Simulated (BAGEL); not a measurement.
# B3LYP/cc-pVDZ (density fitting with qzvpp-jkfit) run of Si3H8 (SMILES [H][Si]([H])([SiH3])[SiH3])

Aim: the energy change on altering one bond length of Si3H8 at B3LYP/cc-pVDZ (density fitting with qzvpp-jkfit), from 2 runs. 

Program for the calculation: BAGEL 1.2.2.

2 further runs of the same task are left out: 2 set aside as unsound or not needed.

### 1 Starting point

Si3H8: 11 atoms, total charge 0, spin state singlet. As SMILES, `[H][Si]([H])([SiH3])[SiH3]`. The shape is that of a GFN2-xTB optimisation.

Bond lengths: Si1–Si2 2.315 Å, Si1–Si6 2.315 Å, Si2–H3 1.466 Å, Si2–H4 1.464 Å, Si2–H5 1.466 Å, Si6–H7 1.466 Å, Si6–H8 1.466 Å, Si6–H9 1.465 Å, Si1–H10 1.474 Å, Si1–H11 1.474 Å. Some angles: Si2–Si1–Si6 115.5°, Si1–Si2–H3 111.6°, Si1–Si2–H4 114.6°, Si1–Si2–H5 111.3°, Si2–Si1–H10 109.4°, Si2–Si1–H11 109.5°, Si6–Si1–H10 109.4°, Si6–Si1–H11 109.5°, Si1–Si6–H7 111.5°, Si1–Si6–H8 111.4°.

### 2 A single-point energy at B3LYP/cc-pVDZ (density fitting with qzvpp-jkfit)

Input file input.json:

```json
{ "bagel" : [

{
  "title" : "molecule",
  "basis" : "cc-pvdz.json",
  "df_basis" : "qzvpp-jkfit",
  "angstrom" : "true",
  "geometry" : [
    { "atom" : "Si", "xyz" : [   -0.736800,    0.003350,   -0.522300 ] },
    { "atom" : "Si", "xyz" : [   -0.862030,   -0.016470,    1.788900 ] },
    { "atom" : "H", "xyz" : [   -0.286800,   -1.242650,    2.349110 ] },
    { "atom" : "H", "xyz" : [   -2.220600,    0.081010,    2.326940 ] },
    { "atom" : "H", "xyz" : [   -0.109270,    1.097380,    2.373740 ] },
    { "atom" : "Si", "xyz" : [    1.402940,    0.014150,   -1.405390 ] },
    { "atom" : "H", "xyz" : [    2.140680,   -1.199470,   -1.043110 ] },
    { "atom" : "H", "xyz" : [    2.187030,    1.142290,   -0.893750 ] },
    { "atom" : "H", "xyz" : [    1.459060,    0.105200,   -2.866260 ] },
    { "atom" : "H", "xyz" : [   -1.487810,    1.159150,   -1.043480 ] },
    { "atom" : "H", "xyz" : [   -1.486400,   -1.143950,   -1.064400 ] }
  ]
},
{
  "title" : "ks",
  "xc_func" : "b3lyp"
},
{
  "title" : "print",
  "file" : "orbitals.molden",
  "orbitals" : "true"
}

]}
```

The basis set cc-pVDZ is read from a file made from the Basis Set Exchange's data (not shown).

Command:

```sh
$ BAGEL_NUM_THREADS=1 BAGEL input.json > input.out
```

The program printed:

```text
* using 1 threads per process

  ===============================================================
  ===============================================================

  *** Geometry ***

  { "atom" : "Si", "xyz" : [     -1.392350,      0.006331,     -0.987004 ] },
  { "atom" : "Si", "xyz" : [     -1.629001,     -0.031124,      3.380531 ] },
  { "atom" : "H", "xyz" : [     -0.541973,     -2.348268,      4.439175 ] },
  { "atom" : "H", "xyz" : [     -4.196326,      0.153087,      4.397279 ] },
  { "atom" : "H", "xyz" : [     -0.206490,      2.073748,      4.485718 ] },
  { "atom" : "Si", "xyz" : [      2.651172,      0.026740,     -2.655802 ] },
  { "atom" : "H", "xyz" : [      4.045299,     -2.266670,     -1.971192 ] },
  { "atom" : "H", "xyz" : [      4.132888,      2.158615,     -1.688943 ] },
  { "atom" : "H", "xyz" : [      2.757224,      0.198799,     -5.416446 ] },
  { "atom" : "H", "xyz" : [     -2.811553,      2.190476,     -1.971891 ] },
  { "atom" : "H", "xyz" : [     -2.808889,     -2.161752,     -2.011424 ] },

  Number of auxiliary basis functions:      528

  Since a DF basis is specified, we compute 2- and 3-index integrals:
    o Being stored without compression. Storage requirement is 0.037 GB

  Number of basis functions:       94
  Number of electrons      :       50

    * METHOD: MOLECULE                             0.83

  *** Kohn-Sham DFT ***

    * Removing 18741 points whose weight is below 1.00e-10
    * Grid points: 145225

  === Nuclear Repulsion ===
   193.9257468405

       - DIIS with orbital gradients will be used.

  === KS iteration (b3lyp / cc-pvdz.json) ===
      0       -854.12058892          0.07175769           1.49
      1       -862.52781233          0.07004492           1.38
      2       -849.46897279          0.10108530           1.42
      3       -872.05984803          0.03566663           1.56
      4       -873.02450573          0.01788661           1.55
      5       -873.28972221          0.00574468           1.37
      6       -873.31789726          0.00192661           1.30
      7       -873.32103098          0.00029105           1.41
      8       -873.32109801          0.00005558           1.39
      9       -873.32110062          0.00000983           1.27
     10       -873.32110071          0.00000310           1.43
     11       -873.32110072          0.00000111           1.35
     12       -873.32110072          0.00000009           1.29
     13       -873.32110072          0.00000005           1.22
     14       -873.32110072          0.00000001           1.20
    * SCF iteration converged.

    * Permanent dipole moment:
           (    0.044104,    -0.002164,     0.031323) a.u.

    * METHOD: KS                                  23.50

    * METHOD: PRINT                                0.02

  ===============================================================
```

Wall time 25 s (1 thread of Intel Xeon at 2.50GHz (Skylake/Cascade Lake), shared host); peak memory 0.63 GiB.

### 3 The distorted shape at the same level

Input file dft.json:

```json
{ "bagel" : [

{
  "title" : "molecule",
  "basis" : "cc-pvdz.json",
  "df_basis" : "qzvpp-jkfit",
  "angstrom" : true,
  "geometry" : [
    { "atom" : "Si", "xyz" : [   -0.361996,    0.577007,   -0.251247 ] },
    { "atom" : "Si", "xyz" : [   -0.487226,    0.557187,    2.059953 ] },
    { "atom" : "H", "xyz" : [    0.088004,   -0.668993,    2.620163 ] },
    { "atom" : "H", "xyz" : [   -1.845796,    0.654667,    2.597993 ] },
    { "atom" : "H", "xyz" : [    0.265534,    1.671037,    2.644793 ] },
    { "atom" : "Si", "xyz" : [    1.777744,    0.587807,   -1.134337 ] },
    { "atom" : "H", "xyz" : [    2.515484,   -0.625813,   -0.772057 ] },
    { "atom" : "H", "xyz" : [    2.561834,    1.715947,   -0.622697 ] },
    { "atom" : "H", "xyz" : [    1.833864,    0.678857,   -2.595207 ] },
    { "atom" : "H", "xyz" : [   -1.113006,    1.732807,   -0.772427 ] },
    { "atom" : "H", "xyz" : [   -1.486400,   -1.143950,   -1.064400 ] }
  ]
},
{ "title" : "ks", "xc_func" : "b3lyp", "charge" : 0 },
{ "title" : "print", "file" : "orbitals.molden", "orbitals" : true }

]}
```

The basis set cc-pVDZ is read from a file made from the Basis Set Exchange's data (not shown).

Command:

```sh
$ BAGEL_NUM_THREADS=1 BAGEL dft.json > dft.out
```

The program printed:

```text
* using 1 threads per process

  ===============================================================
  ===============================================================

  *** Geometry ***

  { "atom" : "Si", "xyz" : [     -0.684073,      1.090385,     -0.474788 ] },
  { "atom" : "Si", "xyz" : [     -0.920724,      1.052931,      3.892747 ] },
  { "atom" : "H", "xyz" : [      0.166303,     -1.264214,      4.951390 ] },
  { "atom" : "H", "xyz" : [     -3.488049,      1.237141,      4.909495 ] },
  { "atom" : "H", "xyz" : [      0.501787,      3.157802,      4.997934 ] },
  { "atom" : "Si", "xyz" : [      3.359449,      1.110794,     -2.143586 ] },
  { "atom" : "H", "xyz" : [      4.753576,     -1.182615,     -1.458976 ] },
  { "atom" : "H", "xyz" : [      4.841165,      3.242670,     -1.176727 ] },
  { "atom" : "H", "xyz" : [      3.465501,      1.282854,     -4.904230 ] },
  { "atom" : "H", "xyz" : [     -2.103277,      3.274531,     -1.459675 ] },
  { "atom" : "H", "xyz" : [     -2.808889,     -2.161752,     -2.011424 ] },

  Number of auxiliary basis functions:      528

  Since a DF basis is specified, we compute 2- and 3-index integrals:
    o Being stored without compression. Storage requirement is 0.037 GB

  Number of basis functions:       94
  Number of electrons      :       50

    * METHOD: MOLECULE                             0.97

  *** Kohn-Sham DFT ***

    * Removing 18265 points whose weight is below 1.00e-10
    * Grid points: 145701

  === Nuclear Repulsion ===
   191.3882247044

       - DIIS with orbital gradients will be used.

  === KS iteration (b3lyp / cc-pvdz.json) ===
      0       -854.01083821          0.07124587           1.36
      1       -862.53137727          0.06591924           1.28
      2       -848.94909589          0.10597911           1.28
      3       -871.44509667          0.04510559           1.88
      4       -872.22362930          0.03522812           1.45
      5       -872.93110684          0.01915629           1.33
      6       -873.16347064          0.00957557           1.41
      7       -873.25269191          0.00231413           1.65
      8       -873.25739916          0.00051161           1.47
      9       -873.25766457          0.00024458           1.85
     10       -873.25771580          0.00002160           2.01
     11       -873.25771629          0.00000703           1.79
     12       -873.25771634          0.00000240           1.87
     13       -873.25771635          0.00000101           1.55
     14       -873.25771635          0.00000020           1.51
     15       -873.25771635          0.00000005           1.39
     16       -873.25771635          0.00000001           1.37
     17       -873.25771635          0.00000001           2.21
    * SCF iteration converged.

    * Permanent dipole moment:
           (   -0.228922,    -0.344325,    -0.165516) a.u.

    * METHOD: KS                                  32.07

    * METHOD: PRINT                                0.05

  ===============================================================
```

Run time: 34 s. Hardware: 1 thread of Intel Xeon at 2.50GHz (Skylake/Cascade Lake), shared host; peak memory 0.63 GiB.

### 4 Summary of results

At B3LYP/cc-pVDZ (density fitting with qzvpp-jkfit):

| quantity | value |
| --- | --- |
| first shape: total energy | -873.32110 Eh |
| first shape: dipole moment | 0.14 D |
| first shape: HOMO energy | -8.10 eV |
| first shape: LUMO energy | -0.35 eV |
| first shape: HOMO–LUMO gap | 7.75 eV |
| distorted shape: total energy | -873.25772 Eh |
| distorted shape: dipole moment | 1.13 D |
| distorted shape: HOMO energy | -7.57 eV |
| distorted shape: LUMO energy | -1.93 eV |
| distorted shape: HOMO–LUMO gap | 5.64 eV |
| energy change with the Si1–H11 bond stretched from 1.474 to 2.211 Å | 1.725 eV |

With the Si1–H11 bond stretched from 1.474 to 2.211 Å the energy rises by 1.72 eV (40 kcal/mol). The first shape isn't relaxed at this level, so the change isn't measured from a minimum.
